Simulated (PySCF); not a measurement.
# CH5BO (SMILES CBO): levels of theory compared

We compute a comparison of 6 runs (HF/STO-3G, HF/def2-SVP, B3LYP/6-31G*, B2PLYP/aug-cc-pVDZ, PBE/aug-cc-pVDZ) of CH5BO. The job is set up through a Python script.

The calculation is run with PySCF 2.14.0.

## Step 1: The molecule

CH5BO has 8 atoms, charge 0, and is taken as a singlet. As SMILES, `CBO`. The shape is that of a PBE0-D4/def2-TZVP optimisation. This is one conformer, not always the lowest.

Bond lengths: C1–B2 1.559 Å, B2–O3 1.357 Å, C1–H4 1.092 Å, C1–H5 1.096 Å, C1–H6 1.096 Å, B2–H7 1.207 Å, O3–H8 0.960 Å. Angles: C1–B2–O3 119.4°, C1–B2–H7 121.8°, O3–B2–H7 118.7°, B2–C1–H4 113.4°, B2–C1–H5 110.2°, B2–C1–H6 110.2°, B2–O3–H8 113.1°, H4–C1–H5 108.7°, H4–C1–H6 108.7°, H5–C1–H6 105.3°.

## Step 2: Energy and forces at HF/STO-3G (run 1)

job.py reads:

```python
from pyscf import gto, scf

mol = gto.Mole()
mol.atom = '''
C     -0.618600     0.710300    -0.324600
B      0.508800    -0.240100     0.180200
O      0.240700    -1.558300     0.355600
H     -1.568300     0.201200    -0.499400
H     -0.308500     1.205100    -1.251900
H     -0.780500     1.520100     0.395700
H      1.620500     0.163100     0.420800
H      0.998200    -2.058400     0.667700
'''
mol.basis = 'sto-3g'
mol.max_memory = 1860
mol.charge = 0
mol.verbose = 4
mol.build()

mf = scf.RHF(mol)
mf.conv_tol = 1e-10
mf.kernel()
if not mf.converged:
    mf = mf.newton().run(mf.mo_coeff, mf.mo_occ)

e_final = mf.e_tot
print('Final energy', e_final)
grad = mf.nuc_grad_method().kernel()
dip = mf.dip_moment()
pop, q = mf.mulliken_pop()
```

Command:

```console
$ OMP_NUM_THREADS=1 python job.py
```

Output:

```text
PySCF version 2.14.0

[... 60 lines left out ...]
converged SCF energy = -138.579830054618
Final energy -138.57983005461801
[... 11 lines left out ...]
Dipole moment(X, Y, Z, Debye):  1.04024, -0.46477,  0.38686
[... 29 lines left out ...]
charge of    7H =      0.21772
```

Wall time 0.78 s (1 thread of Arm Neoverse V2, shared host); peak memory 0.12 GiB.

## Step 3: Energy and gradient at HF/def2-SVP (run 2)

run.py reads:

```python
# CBO
from pyscf import gto, scf

mol = gto.M(
    atom='''
C     -1.168985     1.342272    -0.613405
B      0.961493    -0.453723     0.340529
O      0.454857    -2.944760     0.671987
H     -2.963657     0.380213    -0.943729
H     -0.582981     2.277309    -2.365748
H     -1.474931     2.872573     0.747765
H      3.062301     0.308214     0.795197
H      1.886325    -3.889812     1.261770
''',
    max_memory=1860,
    basis='def2-svp',
    verbose=3,
    unit='bohr',
)

myscf = scf.RHF(mol)
myscf.conv_tol = 1e-10
myscf.kernel()
if not myscf.converged:
    myscf = myscf.newton().run(myscf.mo_coeff, myscf.mo_occ)

etot = myscf.e_tot
print('E = %.10f Eh' % etot)
grad = myscf.nuc_grad_method().kernel()
myscf.analyze()
```

Command:

```console
$ OMP_NUM_THREADS=1 python run.py
```

Output:

```text
converged SCF energy = -140.27658440131
E = -140.2765844013 Eh
--------------- RHF gradients ---------------
         x                y                z
0 C     0.0057549895    -0.0083672175     0.0032405921
1 B    -0.0007753119     0.0128863491    -0.0026074251
2 O    -0.0185965569     0.0025436455    -0.0058129852
3 H    -0.0008567082     0.0001070318    -0.0002757154
4 H     0.0001326960     0.0007765810     0.0000002322
5 H     0.0002113333     0.0007181457    -0.0002036097
6 H    -0.0009926812    -0.0007322911    -0.0001695047
7 H     0.0151222393    -0.0079322445     0.0058284158
----------------------------------------------
**** MO energy ****
MO #1   energy= -20.5674452931898  occ= 2
MO #2   energy= -11.1943564182596  occ= 2
MO #3   energy= -7.61894362116531  occ= 2
MO #4   energy= -1.34781143315289  occ= 2
MO #5   energy= -0.93417959027615  occ= 2
MO #6   energy= -0.746606700687915 occ= 2
MO #7   energy= -0.643880343519058 occ= 2
MO #8   energy= -0.559770533457597 occ= 2
MO #9   energy= -0.557233822730061 occ= 2
MO #10  energy= -0.522207021715599 occ= 2
MO #11  energy= -0.517737260041613 occ= 2
MO #12  energy= -0.448392721132028 occ= 2
MO #13  energy= 0.153189280766446  occ= 0
MO #14  energy= 0.184935826938744  occ= 0
MO #15  energy= 0.201803874130087  occ= 0
MO #16  energy= 0.262776689515079  occ= 0
MO #17  energy= 0.270534008112112  occ= 0
MO #18  energy= 0.2949879494831    occ= 0
MO #19  energy= 0.336129573517984  occ= 0
MO #20  energy= 0.376423518895273  occ= 0
MO #21  energy= 0.40855613765775   occ= 0
MO #22  energy= 0.52281260738515   occ= 0
MO #23  energy= 0.548448989773419  occ= 0
MO #24  energy= 0.674129129784828  occ= 0
MO #25  energy= 0.709373466562555  occ= 0
MO #26  energy= 0.766060964461812  occ= 0
MO #27  energy= 0.799748573039929  occ= 0
MO #28  energy= 0.864607740659905  occ= 0
MO #29  energy= 0.903365706650669  occ= 0
MO #30  energy= 0.919937000265723  occ= 0
MO #31  energy= 0.93663765276994   occ= 0
MO #32  energy= 0.960682567569628  occ= 0
MO #33  energy= 1.09468895219534   occ= 0
MO #34  energy= 1.20685108371563   occ= 0
MO #35  energy= 1.23992886644259   occ= 0
MO #36  energy= 1.25154255888971   occ= 0
MO #37  energy= 1.31878708239513   occ= 0
MO #38  energy= 1.41106647266629   occ= 0
MO #39  energy= 1.46302194715985   occ= 0
MO #40  energy= 1.53677739411563   occ= 0
MO #41  energy= 1.63496714971508   occ= 0
MO #42  energy= 1.67983386171781   occ= 0
MO #43  energy= 1.73438406929422   occ= 0
MO #44  energy= 1.74489011149027   occ= 0
MO #45  energy= 1.80174080001909   occ= 0
MO #46  energy= 1.82006082690439   occ= 0
MO #47  energy= 2.00639864822849   occ= 0
MO #48  energy= 2.04108459282313   occ= 0
MO #49  energy= 2.06539199875326   occ= 0
MO #50  energy= 2.07965744574478   occ= 0
MO #51  energy= 2.17143022234671   occ= 0
MO #52  energy= 2.30753643560381   occ= 0
MO #53  energy= 2.34769392755498   occ= 0
MO #54  energy= 2.4927844324774    occ= 0
MO #55  energy= 2.55721084613268   occ= 0
MO #56  energy= 2.70372209867336   occ= 0
MO #57  energy= 2.73642526202207   occ= 0
MO #58  energy= 2.78784769672912   occ= 0
MO #59  energy= 3.01177770479163   occ= 0
MO #60  energy= 3.07316474125146   occ= 0
MO #61  energy= 3.2526936289737    occ= 0
MO #62  energy= 3.29124168662555   occ= 0
MO #63  energy= 3.32164455853058   occ= 0
MO #64  energy= 3.37946997912802   occ= 0
MO #65  energy= 3.52525467328323   occ= 0
MO #66  energy= 3.73223242371861   occ= 0
MO #67  energy= 4.14180359106455   occ= 0
 ** Mulliken atomic charges  **
charge of    0C =     -0.38425
charge of    1B =      0.35755
charge of    2O =     -0.52211
charge of    3H =      0.08960
charge of    4H =      0.09518
charge of    5H =      0.09518
charge of    6H =     -0.06647
charge of    7H =      0.33533
Dipole moment(X, Y, Z, Debye):  1.16192, -0.23477,  0.37746
```

It took 2.1 s on 1 thread of Arm Neoverse V2, shared host; peak memory 0.14 GiB.

Runs 3 to 5 aren't shown in full; the table further down has their settings and results.

## Step 4: Energy and forces at PBE/aug-cc-pVDZ (run 6)

job.py reads:

```python
# CBO
import pyscf.grad
from pyscf import gto, dft

mol = gto.M(
    atom='''
C     -0.618600     0.710300    -0.324600
B      0.508800    -0.240100     0.180200
O      0.240700    -1.558300     0.355600
H     -1.568300     0.201200    -0.499400
H     -0.308500     1.205100    -1.251900
H     -0.780500     1.520100     0.395700
H      1.620500     0.163100     0.420800
H      0.998200    -2.058400     0.667700
''',
    verbose=4,
    basis='aug-cc-pvdz',
    max_memory=1860,
    charge=0,
)

myscf = dft.RKS(mol, xc='pbe')
myscf.grids.level = 5
myscf.conv_tol = 1e-10
myscf.kernel()
if not myscf.converged:
    myscf = myscf.newton().run(myscf.mo_coeff, myscf.mo_occ)

e_tot = myscf.e_tot
print('E(%s) = %.9f' % ('PBE', e_tot))
grad = myscf.Gradients().kernel()
myscf.analyze()
```

Command:

```console
$ OMP_NUM_THREADS=1 python job.py
```

Output:

```text
PySCF version 2.14.0

[... 105 lines left out ...]
MO #4   energy= -0.951108007797895 occ= 2
[... 10 lines left out ...]
MO #15  energy= -0.00100940090812429 occ= 0
[... 10 lines left out ...]
MO #26  energy= 0.124389021447383  occ= 0
[... 10 lines left out ...]
MO #37  energy= 0.263404966036366  occ= 0
[... 10 lines left out ...]
MO #48  energy= 0.409096206957714  occ= 0
[... 10 lines left out ...]
MO #59  energy= 0.564839510923552  occ= 0
[... 10 lines left out ...]
MO #70  energy= 0.888858759878006  occ= 0
[... 10 lines left out ...]
MO #81  energy= 1.27102720856636   occ= 0
[... 10 lines left out ...]
MO #92  energy= 1.78177414010429   occ= 0
[... 10 lines left out ...]
MO #103 energy= 2.31163252272956   occ= 0
[... 10 lines left out ...]
MO #114 energy= 3.76074605526469   occ= 0
[... 86 lines left out ...]
pop of  4 H 3px           0.00048
pop of  4 H 3py           0.00029
pop of  4 H 3pz           0.00014
pop of  5 H 1s            0.85756
pop of  5 H 2s            0.00386
pop of  5 H 3s            0.00157
pop of  5 H 2px           0.00014
pop of  5 H 2py           0.00075
pop of  5 H 2pz           0.00048
pop of  5 H 3px           0.00051
pop of  5 H 3py           0.00017
pop of  5 H 3pz           0.00022
pop of  6 H 1s            1.02368
pop of  6 H 2s            0.00333
pop of  6 H 3s            0.00224
pop of  6 H 2px           0.00070
pop of  6 H 2py           0.00087
pop of  6 H 2pz           0.00010
pop of  6 H 3px           0.00079
pop of  6 H 3py           0.00075
pop of  6 H 3pz           0.00026
pop of  7 H 1s            0.63208
pop of  7 H 2s            0.00802
pop of  7 H 3s            0.00511
pop of  7 H 2px           0.00234
pop of  7 H 2py           0.00181
pop of  7 H 2pz           0.00258
pop of  7 H 3px           0.00078
pop of  7 H 3py           0.00084
pop of  7 H 3pz           0.00013
 ** Mulliken atomic charges  **
charge of    0C =     -0.46310
charge of    1B =      0.21034
charge of    2O =     -0.44962
charge of    3H =      0.11927
charge of    4H =      0.13474
charge of    5H =      0.13474
charge of    6H =     -0.03271
charge of    7H =      0.34633
Dipole moment(X, Y, Z, Debye):  0.84808, -0.31851,  0.30345
```

Wall time 31 s (1 thread of Arm Neoverse V2, shared host); peak memory 1.2 GiB.

## Step 5: All runs side by side

```csv
run,level,integration grid,Cartesian functions,energy (Eh),dipole moment (D),HOMO energy (eV),LUMO energy (eV),wall time
1,HF/STO-3G,–,no,-138.579830,1.20,-10.34,8.56,0.78 s
2,HF/def2-SVP,–,no,-140.276584,1.24,-12.20,4.17,2.1 s
3,B3LYP/6-31G* (spherical functions),5,no,-141.237039,1.12,-8.08,0.53,10 s
4,B3LYP/6-31G* (Cartesian functions),5,yes,-141.239397,1.12,-8.08,0.53,11 s
5,B2PLYP/aug-cc-pVDZ,5,no,-141.114597,1.08,-9.98,0.28,20 s
6,PBE/aug-cc-pVDZ,5,no,-141.068333,0.96,-7.12,-0.90,31 s
```

## Step 6: Outcome

```
                       quantity          value
            run 6: total energy  -141.06833 Eh
           run 6: dipole moment         0.96 D
             run 6: HOMO energy       -7.12 eV
             run 6: LUMO energy       -0.90 eV
           run 6: HOMO–LUMO gap        6.22 eV
run 6: largest force on an atom     0.846 eV/Å
```

**Reading.** The dipole moment (its size) runs from 0.96 D (PBE/aug-cc-pVDZ) to 1.24 D (HF/def2-SVP). The two ends differ in method and basis. The HOMO–LUMO gap runs from 6.22 eV (PBE/aug-cc-pVDZ) to 18.90 eV (HF/STO-3G). Totals of different functionals can't be ranked against each other. In run 1 the basis is minimal, so the values are rough. All runs together took 75 s, the longest 31 s.
